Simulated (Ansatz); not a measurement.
# Beryllium, hcp under revPBE: ground state and equation of state

Aim: take beryllium in the hcp structure, relax it, solve it on a dense k-mesh, switch on spin-orbit coupling, then scale the cell to 7 volumes from 88 to 112 % of the relaxed one and try a fit of the equation of state. The k-meshes are 16×16×9 for the relaxation; 26×26×14 for the dense run; 16×16×9 for spin-orbit coupling; 26×26×14 for the volumes. The starting cell is the deposited one, from the Crystallography Open Database.

Computed with Ansatz 0.2.0 (DFT revPBE, plane waves (420 eV) with PAW, scalar-relativistic; the PAW data stem from PBE, with regenerated cores, unless a step says otherwise).

**1. The structure to begin with**

Symmetry: P6_3/mmc, No. 194, hexagonal system. The conventional cell has a = 2.287 Å, b = 2.287 Å, c = 3.583 Å, α = 90.00°, β = 90.00°, γ = 120.00°. Around Be (site symmetry -6m2) lie 12 Be at 2.23 to 2.29 Å.

As a file:

```xyz
2
Lattice="2.2866 0.0000 0.0000 -1.1433 1.9803 0.0000 0.0000 0.0000 3.5833" Properties=species:S:1:pos:R:3 pbc="T T T"
Be    0.0000    1.3202    0.8958
Be    1.1433    0.6601    2.6875
```

**2. Relaxing cell and atoms**

input.yaml reads:

```yaml
crystal:
  lattice:
    - [2.2865984029, 0.0, 0.0]
    - [-1.1432992015, 1.9802523052, 0.0]
    - [0.0, 0.0, 3.5833]
  atoms:
    - { symbol: Be, position: [0.3333333333, 0.6666666667, 0.25] }
    - { symbol: Be, position: [0.6666666667, 0.3333333333, 0.75] }
hamiltonian:
  xc: revpbe
  pseudopotentials:
    kind: paw
    azcp:
      Be: "pseudopotentials/Be.paw.azcp"
basis:
  ecutwfc: 420
  fft_grid_basis: typed
kpoints:
  mp_grid: { grid: [16, 16, 9], shift: [0, 0, 0] }
magnetization:
  spin_polarized: false
scf:
  occupations: { method: fermi_dirac, width: 0.1 }
relax:
  max_steps: 60
  f_tol: 0.01
  cell: {}
```

The runs that follow: The energy on a finer k-mesh; Spin-orbit coupling switched on; At 88 % of the relaxed volume; At 92 % of the relaxed volume; At 96 % of the relaxed volume; At 100 % of the relaxed volume; At 104 % of the relaxed volume; At 108 % of the relaxed volume; At 112 % of the relaxed volume.

What does the calculation give? Wanted: space group; conventional cell; volume; shortest distance; gap on the mesh; V₀, B₀, B₀′.

The runs gave:

```
                      quantity                                   value
space group (spins left aside)                      P6_3/mmc (No. 194)
             conventional cell  a = 2.283 Å, c = 3.583 Å (c/a = 1.570)
                        volume                           8.084 Å³/atom
             shortest distance                                 2.224 Å
   against the measured volume                  -0.4 % (8.113 Å³/atom)
               gap on the mesh            none (levels filled in part)
                   V₀, B₀, B₀′             8.082 Å³/atom, 119 GPa, 3.3
```

revPBE puts the volume 0.4 % below the deposited one. Part of the miss is zero-point motion and any thermal expansion in the deposited cell. No gap shows: it is a metal or semimetal at this level. The total energy of the spin-orbit run (on a coarser mesh) lies -1 meV/atom from the scalar one; mesh and treatment of the core enter this figure, so it is no spin-orbit energy. B₀ comes out at 119 GPa; letting shape and positions relax at each volume could only lower it.
